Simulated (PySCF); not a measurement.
**BH2Cl (SMILES BCl) at 4 levels**

We compute a comparison of 4 runs (SVWN5/STO-6G, MP2/STO-6G, NEVPT2(2,2)/STO-6G, QCISD(T)/STO-6G) of BH2Cl. 

The calculation is run with PySCF 2.14.0.

2 further runs of the same task are left out: 2 set aside as unsound or not needed.

## Step 1: Starting point

BH2Cl: 4 atoms, total charge 0, spin state singlet. SMILES: `BCl`. The B1–H4 distance was set to 1.428 Å, away from the relaxed value.

Bond lengths: B1–Cl2 1.733 Å, B1–H3 1.190 Å. Angles: Cl2–B1–H3 118.1°. A long bond or contact: B1–H4 1.428 Å.

## Step 2: A single-point energy at SVWN5/STO-6G (run 1)

Input file calc.py:

```python
from pyscf import gto, dft

mol = gto.M(
    atom='B -0.122720 -0.148506 0.090946; Cl 1.358980 -0.565506 0.887446; H -1.112220 -0.729706 0.406646; H -0.086600 0.872800 -0.906600',
    basis='sto-6g',
    max_memory=1860,
    verbose=4,
)

mf = dft.RKS(mol)
mf.xc = 'svwn'
mf.conv_tol = 1e-10
mf.grids.level = 5
mf.kernel()
if not mf.converged:
    mf = mf.newton().run(mf.mo_coeff, mf.mo_occ)

etot = mf.e_tot
print('E = %.10f Eh' % etot)
```

Launch:

```
$ OMP_NUM_THREADS=1 python calc.py
```

Output:

```text
PySCF version 2.14.0

[... 70 lines left out ...]
converged SCF energy = -482.737202975391
E = -482.7372029754 Eh
```

Run time: 1.5 s. Hardware: 1 thread of Arm Neoverse V2, shared host; peak memory 0.13 GiB.

## Step 3: The energy at MP2/STO-6G (run 2)

Input file calc.py:

```python
from pyscf import gto, scf, mp

molecule = gto.Mole()
molecule.atom = '''
B   -0.122720  -0.148506   0.090946
Cl   1.358980  -0.565506   0.887446
H   -1.112220  -0.729706   0.406646
H   -0.086600   0.872800  -0.906600
'''
molecule.verbose = 3
molecule.basis = 'sto-6g'
molecule.max_memory = 1860
molecule.build()

myscf = scf.RHF(molecule)
myscf.conv_tol = 1e-10
myscf.kernel()
if not myscf.converged:
    myscf = myscf.newton().run(myscf.mo_coeff, myscf.mo_occ)

pt = mp.MP2(myscf, frozen=6).run()
e_tot = pt.e_tot
print('Final energy', e_tot)
```

Launch:

```
$ OMP_NUM_THREADS=1 python calc.py
```

Output:

```text
converged SCF energy = -483.758028261188
E(RMP2) = -483.808091503062  E_corr = -0.0500632418735387
E(SCS-RMP2) = -483.813480377646  E_corr = -0.0554521164580958
Final energy -483.8080915030616
```

It took 0.64 s on 1 thread of Arm Neoverse V2, shared host; peak memory 0.11 GiB.

Run 3 isn't shown in full; the table further down has it.

## Step 4: The energy at QCISD(T)/STO-6G (run 4)

Input file calc.py:

```python
from pyscf import gto, scf, cc

molecule = gto.M(
    atom='B -0.122720 -0.148506 0.090946; Cl 1.358980 -0.565506 0.887446; H -1.112220 -0.729706 0.406646; H -0.086600 0.872800 -0.906600',
    verbose=3,
    basis='sto-6g',
    max_memory=1860,
    charge=0,
)

mf = scf.RHF(molecule)
mf.conv_tol = 1e-10
mf.kernel()
if not mf.converged:
    mf = mf.newton().run(mf.mo_coeff, mf.mo_occ)

mycc = cc.QCISD(mf, frozen=6)
mycc.kernel()
e_t = mycc.qcisd_t()
e_tot = mycc.e_tot + e_t
print(f'total energy: {e_tot:.8f} hartree')
```

Launch:

```
$ OMP_NUM_THREADS=1 python calc.py
```

Output:

```text
converged SCF energy = -483.758028261188
E(QCISD) = -483.8277988600346  E_corr = -0.06977059884656772
QCISD(T) correction = -0.00123392687551667
total energy: -483.82903279 hartree
```

It took 0.64 s on 1 thread of Arm Neoverse V2, shared host; peak memory 0.1 GiB.

## Step 5: The series

| run | level | integration grid | frozen core orbitals | energy (Eh) | dipole moment (D) of the reference | HOMO energy (eV) | LUMO energy (eV) | wall time |
| --- | --- | --- | --- | --- | --- | --- | --- | --- |
| 1 | SVWN5/STO-6G | 5 | – | -482.737203 | 0.75 | -5.51 | -0.81 | 1.5 s |
| 2 | MP2/STO-6G | – | 6 | -483.808092 | 1.46 | -10.41 | 5.57 | 0.64 s |
| 3 | NEVPT2(2,2)/STO-6G | – | – | -483.817260 | 1.46 | -10.41 | 5.57 | 0.72 s |
| 4 | QCISD(T)/STO-6G | – | 6 | -483.829033 | 1.46 | -10.41 | 5.57 | 0.64 s |

## Step 6: Results

| quantity | value |
| --- | --- |
| run 4: total energy | -483.82903 Eh |
| run 4: dipole moment (Hartree–Fock density) | 1.46 D |
| run 4: HOMO energy (Hartree–Fock orbitals) | -10.41 eV |
| run 4: LUMO energy (Hartree–Fock orbitals) | 5.57 eV |
| run 4: HOMO–LUMO gap (Hartree–Fock orbitals) | 15.97 eV |
| run 4: correlation energy (6 core orbitals frozen) | -71.0 mEh |
| run 4: (T) correction | -1.23 mEh |
| run 4: T1 diagnostic | 0.015 |

In runs 1, 2, 3, 4 the basis is minimal, so the values are rough. All runs together took 3.5 s, the longest 1.5 s.
